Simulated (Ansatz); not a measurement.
Basis-set extrapolation for the P atom (frozen core, the Gaussian-basis code of Ansatz). Multiplicity 4, UHF reference.

|  | cc-pV(T+d)Z | cc-pV(Q+d)Z |
| --- | --- | --- |
| HF | -340.716306 | -340.718721 |
| MP2 correlation | -0.083431 | -0.089105 |
| CCSD(T) correlation | -0.105268 | -0.109576 |

Energies in hartree. Use E(X) = E(∞) + A·exp(−5.46·√X) for Hartree–Fock and E(X) = E(∞) + B·X^(−3.05) for correlation, with X = 3 and 4.

Task: What is the CCSD(T) energy at the basis-set limit?

Result: HF limit: -340.718721 + (-0.002415) × 0.30130 = -340.71945. Correlation limit: -0.109576 + (-0.004308) × 0.71189 = -0.11264. Total: -340.83209 hartree, 27.6 kJ/mol below CCSD(T)/cc-pV(T+d)Z.
